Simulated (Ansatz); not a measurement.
Basis-set extrapolation for C2H4FNOS, SMILES `NC(O)(F)C=S` (PBE0-D4/def2-TZVP geometry, frozen core, Ansatz 0.2.0). Multiplicity 1, RHF reference.

|  | def2-TZVPP | def2-QZVPP |
| --- | --- | --- |
| HF | -704.465341 | -704.489958 |
| MP2 correlation | -1.188108 | -1.283133 |
| CCSD(T) correlation | -1.268909 | not run |

Energies in hartree. Use E(X) = E(∞) + A·exp(−7.88·√X) for Hartree–Fock and E(X) = E(∞) + B·X^(−2.97) for correlation, with X = 3 and 4, and add CCSD(T) minus MP2 of the smaller set to the MP2 limit.

What is the CCSD(T) energy at the basis-set limit?

HF limit: -704.489958 + (-0.024617) × 0.13774 = -704.49335. MP2 limit: -1.283133 + (-0.095025) × 0.74074 = -1.35352. Higher-order term: -1.268909 − (-1.188108) = -0.08080. Total: -705.92767 hartree, 5.26 eV below CCSD(T)/def2-TZVPP.
